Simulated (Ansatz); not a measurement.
Two isomers of C6H12: A = `C=CC(C)(C)C`, B = `C=CC(C)CC`.

Isolated molecules relaxed with PBE0-D4/def2-TZVP in Ansatz; ΔE leaves out vibrations. CCSD(T)/CBS is the MP2 limit (def2-TZVPP, def2-QZVPP) plus CCSD(T) − MP2 in def2-TZVPP, frozen cores. Functionals use def2-TZVPP. B3LYP here is the variant with VWN-RPA as its local correlation; programs differ in this. Each species was taken in one conformer, which may not be the lowest.

A:

```xyz
18

C    -1.306   -1.464   -1.182
C    -0.972   -0.869   -0.046
C     0.116    0.147    0.170
C     1.093   -0.414    1.207
C    -0.525    1.421    0.728
C     0.867    0.476   -1.112
H    -2.113   -2.186   -1.218
H    -0.793   -1.260   -2.116
H    -1.530   -1.122    0.856
H     0.579   -0.662    2.139
H     1.871    0.321    1.437
H     1.577   -1.321    0.837
H    -1.075    1.213    1.650
H     0.241    2.168    0.955
H    -1.224    1.855    0.009
H     1.646    1.216   -0.912
H     0.199    0.891   -1.871
H     1.349   -0.411   -1.531
```

B:

Z-matrix (Å, degrees):
```
C
C 1 1.495
C 1 1.531 2 111.2
C 1 1.526 2 110.3 3 -123.0
H 1 1.098 2 108.0 3 118.4
C 2 1.325 1 125.7 3 -118.3
H 2 1.091 1 115.3 3 61.9
C 3 1.518 1 113.9 2 63.8
H 3 1.097 1 108.7 2 -59.1
H 3 1.096 1 108.3 2 -173.9
H 4 1.092 1 111.3 2 -58.7
H 4 1.093 1 110.9 2 -179.3
H 4 1.094 1 110.7 2 61.2
H 6 1.084 2 121.7 1 -179.5
H 6 1.086 2 121.3 1 0.3
H 8 1.092 3 111.2 1 179.6
H 8 1.094 3 111.0 1 59.7
H 8 1.092 3 111.3 1 -59.8
```

(1) Which isomer does CCSD(T)/CBS put lower? Give the gap. (Estimate.)

(2) Give E(B) − E(A) in kcal/mol with CCSD/def2-TZVPP, B2PLYP, B3LYP-D4, PBE0-D4, PBE-D4, MP2/def2-TZVPP, ωB97M-V. (An estimate is asked.)

Largest T1 diagnostic: 0.009.

Answers

(1) Ansatz gave: A, by 1.7 kcal/mol.

(2) Computed: CCSD/def2-TZVPP 1.4, B2PLYP 0.7, B3LYP-D4 0.7, PBE0-D4 0.8, PBE-D4 0.8, MP2/def2-TZVPP 2.4, ωB97M-V 1.4. None reverses the order clearly.

In def2-TZVPP, CCSD(T) changes the Hartree–Fock value by +2.4 kcal/mol (the triples alone add +0.4 kcal/mol) and MP2 by +3.0 kcal/mol. The D4 term adds +1.1 kcal/mol with B3LYP and +0.5 kcal/mol with PBE0; it sums over pairs of atoms, weighted by their polarisabilities, and B3LYP, whose exchange is more repulsive, gets the larger term.
